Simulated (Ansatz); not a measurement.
**CCSD/STO-3G run of [H2PO2]− (SMILES O=[PH2][O-])**

Aim: the vertical singlet–triplet gap of [H2PO2]− at CCSD/STO-3G, from 2 runs. 

Program for the calculation: Ansatz 0.2.0.

5 further runs of the same task are left out: 4 that didn't finish, 1 set aside as unsound or not needed.

## Step 1: The system as given

[H2PO2]−: 5 atoms, total charge -1, spin state singlet. As SMILES, `O=[PH2][O-]`. The coordinates come from a GFN2-xTB relaxation.

Bond lengths: O1–P2 1.478 Å, P2–O3 1.478 Å, P2–H4 1.412 Å, P2–H5 1.412 Å. Angles: O1–P2–O3 118.5°, O1–P2–H4 110.1°, O1–P2–H5 110.1°, O3–P2–H4 110.1°, O3–P2–H5 110.1°, H4–P2–H5 95.5°.

## Step 2: The energy at CCSD/STO-3G

run.yaml

```yaml
crystal:
  periodic: [false, false, false]
  atoms:
    - {symbol: O, position_ang: [-0.569750, 0.418060, 1.344900]}
    - {symbol: P, position_ang: [0.023990, -0.029410, 0.067110]}
    - {symbol: O, position_ang: [1.087130, -1.056140, 0.105400]}
    - {symbol: H, position_ang: [-0.993470, -0.417790, -0.831230]}
    - {symbol: H, position_ang: [0.452100, 1.085290, -0.686190]}
basis:
  gaussian:
    orbitals: STO-3G
total_charge: -1
correlation:
  method: ccsd
  frozen_orbitals: {H: 0, O: 1, P: 5}
accuracy: high
scf:
  omitted_lower_state_checks: [cluster_reference, increment]
```

Started as:

```
$ ansatz run run.yaml --threads 1 --pin off --max-ram 2610MiB --events-out events.jsonl --progress --plain --runs-dir runs
```

Output, cut to the lines that bear on the results:

```text
Warning: RAYON_NUM_THREADS=1 ignored (pool sized by the plan → 1); use --threads N
Functional definition: HF
  name "HF"
[...]
387 factors; integrals over basis functions are off by at most 2.4e-8 eV
[...]
mean field -13208.25133726 eV, -485.3942837700 hartree, gradient 7.1e-9 eV, S^2 0.000000; 0 other end points of the search recorded, 0 dependent functions left out
7 core orbitals not correlated: weight in the atoms' cores, before any rotation towards them, 1.000 or more for the frozen orbitals, at most 0.000 for the correlated occupied ones
reference -13208.25133726 eV, -485.3942837700 hartree; 10, 10 occupied and 4, 4 virtual orbitals, 387 factors
second order -2.87031300 eV of doubles, -0.00000000 eV of singles
cycle   1  -3.09238887 eV  change   -2.2e-1 eV  update   1.0e-1
[...]
cycle  19  -3.44256470 eV  change   -1.7e-9 eV  update   1.1e-9
Total energy: -13211.69390196 eV, -485.5207956893 hartree
Checks for a lower state left out: cluster_reference, increment
```

Wall time 0.2 s (1 thread of Arm Neoverse V1, shared host).

## Step 3: The triplet, same level

molecule.yaml

```yaml
crystal:
  periodic: [false, false, false]
  atoms:
    - {symbol: O, position_ang: [-0.569750, 0.418060, 1.344900]}
    - {symbol: P, position_ang: [0.023990, -0.029410, 0.067110]}
    - {symbol: O, position_ang: [1.087130, -1.056140, 0.105400]}
    - {symbol: H, position_ang: [-0.993470, -0.417790, -0.831230]}
    - {symbol: H, position_ang: [0.452100, 1.085290, -0.686190]}
basis:
  gaussian:
    orbitals: STO-3G
total_charge: -1
magnetization:
  spin_polarized: true
  initial_magnetization: 2
correlation:
  method: ccsd
  frozen_orbitals: {H: 0, O: 1, P: 5}
accuracy: high
scf:
  omitted_lower_state_checks: [cluster_reference, increment]
```

Started as:

```
$ ansatz run molecule.yaml --threads 1 --pin off --max-ram 2610MiB --events-out events.jsonl --progress --plain --runs-dir runs
```

Output:

```text
Warning: RAYON_NUM_THREADS=1 ignored (pool sized by the plan → 1); use --threads N
[... 17 lines left out ...]
7 core orbitals not correlated: weight in the atoms' cores, before any rotation towards them, 1.000 or more for the frozen orbitals, at most 0.000 for the correlated occupied ones
[... 71 lines left out ...]
Total energy: -13202.94994184 eV, -485.1994610816 hartree
Checks for a lower state left out: cluster_reference, increment
```

Wall time 1.3 s (1 thread of Arm Neoverse V1, shared host).

## Step 4: Summary of results

At CCSD/STO-3G, 7 core orbitals frozen:

```
                                            quantity          value
                               singlet: total energy  -485.52080 Eh
singlet: correlation energy (7 core orbitals frozen)     -126.5 mEh
                              singlet: T1 diagnostic          0.019
                               triplet: total energy  -485.19946 Eh
triplet: correlation energy (7 core orbitals frozen)     -100.3 mEh
          triplet: ⟨S²⟩ of the reference determinant          2.018
                              triplet: T1 diagnostic          0.060
    vertical energy of the triplet above the singlet       8.744 eV
```

What this shows: At this shape the triplet lies 8.74 eV (202 kcal/mol) above the singlet. For an anion a state so high probably lies above electron detachment. In a minimal basis such a difference can be off by several eV, whatever the method. The T1 diagnostic (triplet) of 0.060 is above the customary mark for such species, so a single reference may not serve.
